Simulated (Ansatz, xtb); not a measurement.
# C6H4: which of two isomers lies lower

We compare I, `C#C/C=C\C#C`, a singlet, with II, `C#C/C=C/C#C`, a singlet. Both are isolated molecules in the gas phase, relaxed with PBE-D3(BJ)/def2-SVP.

Quicker runs give these differences E(II) − E(I): GFN2-xTB −0.70 kcal/mol; HF/STO-3G −0.25 kcal/mol (at GFN2-xTB geometries); r2SCAN-D4/def2-SVP −0.46 kcal/mol (at GFN2-xTB geometries).

Estimate E(II) − E(I) at the level CCSD(T)/def2-SVP + ΔMP2/def2-TZVPP.

CCSD(T)/def2-SVP + ΔMP2/def2-TZVPP gives E(II) − E(I) = −0.15 kcal/mol, slightly favouring structure II, which is too small a margin to settle the true order.

Level by level:

```tsv
level	geometry	E(II) − E(I) (kcal/mol)	departure from the last row (kcal/mol)	job, with rough time for the two
GFN2-xTB	GFN2-xTB	−0.70	−0.55	optimisation, 0.11 s
HF/STO-3G	GFN2-xTB	−0.25	−0.09	single point, 0.24 s
r2SCAN-D4/def2-SVP	GFN2-xTB	−0.46	−0.31	single point, 3.3 s
PBE-D3(BJ)/def2-SVP	PBE-D3(BJ)/def2-SVP	−0.44	−0.29	optimisation, 14 s
HF/def2-SVP	PBE-D3(BJ)/def2-SVP	−0.64	−0.48	part of the CCSD(T) run
MP2/def2-SVP	PBE-D3(BJ)/def2-SVP	−0.48	−0.32	part of the CCSD(T) run
CCSD(T)/def2-SVP	PBE-D3(BJ)/def2-SVP	−0.68	−0.53	single point
CCSD(T)/def2-SVP + ΔMP2/def2-TZVPP	PBE-D3(BJ)/def2-SVP	−0.15		single point, 34 s
```

As drawn, both hold the same kinds of bond in the same numbers.

The largest departure from CCSD(T)/def2-SVP + ΔMP2/def2-TZVPP is that of GFN2-xTB, 0.55 kcal/mol. The last row adds to CCSD(T) the change of the MP2 difference between the two basis sets, here +0.53 kcal/mol.

With harmonic frequencies from PBE-D3(BJ)/def2-SVP (ideal gas, rigid rotor, one conformer each, 298.15 K, 1 atm): on the last row, ΔE + ΔZPE = −0.33, ΔH = −0.22, ΔG = −0.18 kcal/mol.

The correlated steps freeze 6 core orbitals. Codes used: Ansatz 0.2.0, xtb 6.7.1; the last row on 2 threads of Arm Neoverse V2 on a shared host.
